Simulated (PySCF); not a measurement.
Solvent effects on NMR parameters

Structure with atom numbers: `[Na:1][SH:2]`; H(Xn) means a hydrogen on atom n.

GIAO PBE0/pcSseg-1 in PySCF 2.14 on one PBE0-D3(BJ)/def2-SVP conformer, non-relativistic, equivalent nuclei averaged. Solvents enter as an IEF-PCM continuum (chloroform with ε = 4.7, tetrahydrofuran with ε = 7.4) around the gas-phase geometry. Shifts are referred to CS2, TMS computed in the same medium.

Gas phase, δ in ppm: S2 -385.1, H(S2) -2.50. Dipole moment 8.52 D.

(1) How does each δ change in the continuum?

(2) Which nuclei move most (in ppm), and what does the model miss?

Answers

(1) 
```tsv
atoms	environment	Δδ, chloroform	Δδ, tetrahydrofuran
S2	sulfur bonded to Na, H	-20.1	-21.3
H(S2)	hydrogen on a sulfur bonded to Na	+0.11	+0.18
```

Changes are relative to the gas phase. The dipole moment becomes 9.88 D in chloroform, 10.03 D in tetrahydrofuran.

(2) S2 (sulfur bonded to Na, H, -21.3 ppm) in tetrahydrofuran. A continuum only polarises the solute; specific hydrogen bonds, the anisotropy of aromatic solvents and changes of geometry or conformer are outside it.
